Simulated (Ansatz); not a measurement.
The input, for Ansatz 0.2.0:

```yaml
crystal:
  periodic: [false, false, false]
  atoms:
    - {symbol: O, position_ang: [0.000000, 0.000000, 0.000000]}
    - {symbol: H, position_ang: [0.000000, 0.000000, 1.926000]}
basis:
  gaussian: {orbitals: "6-31++G**"}
total_charge: 1
magnetization: {spin_polarized: false}
correlation: {method: mp2, electrons: valence}
accuracy: high
output: {forces: true}
```

```sh
$ ansatz run in.yaml --threads 1 --pin off --events-out ev --progress --plain --max-ram 2393MiB
```

Log:

```
372 factors; integrals over basis functions are off by at most 3.2e-9 eV
mean field evaluation 1: about -2031.4027 eV, gradient 2.7e1 eV
mean field evaluation 2: about -2031.4033 eV, gradient 2.7e1 eV
mean field evaluation 4: about -2033.0822 eV, gradient 1.2e0 eV
mean field evaluation 8: about -2033.0910 eV, gradient 4.2e-5 eV
mean field evaluation 16: about -2030.4186 eV, gradient 2.9e1 eV
mean field -2033.09096613 eV, -74.7147149268 hartree, gradient 1.1e-8 eV, S^2 0.000000; 2 other end points of the search recorded, 0 dependent functions left out; unrestricted orbitals would lower it
mean field evaluation 32: about -2033.0215 eV, gradient 5.6e0 eV
unrestricted determinant -2035.61675574 eV, -74.8075359827 hartree, S^2 1.1293
1 core orbitals not correlated: weight in the atoms' cores, before any rotation towards them, 1.000 or more for the frozen orbitals, at most 0.000 for the correlated occupied ones
reference -2033.09096613 eV, -74.7147149268 hartree; 3, 3 occupied and 21, 21 virtual orbitals, 372 factors
second order -3.48121421 eV of doubles, -0.00000000 eV of singles
the calculation of the forces begins
Total energy: -2036.57218034 eV, -74.8426471893 hartree
Atom 0 at     0.000000     0.000000     0.000000 Å, force    -0.000000    -0.000000     2.738299 eV/Å
Atom 1 at     0.000000     0.000000     1.926000 Å, force    -0.000000     0.000000    -2.738299 eV/Å
Dipole moment:     0.000000     0.000000     1.112556 e Å
```

Forces (eV/Å):
```
O    0.000  0.000  2.738
H    0.000  0.000 -2.738
```

Ran on 1 thread of Arm Neoverse V1, shared host: 0.21 s wall, 0.15 GiB peak host memory.
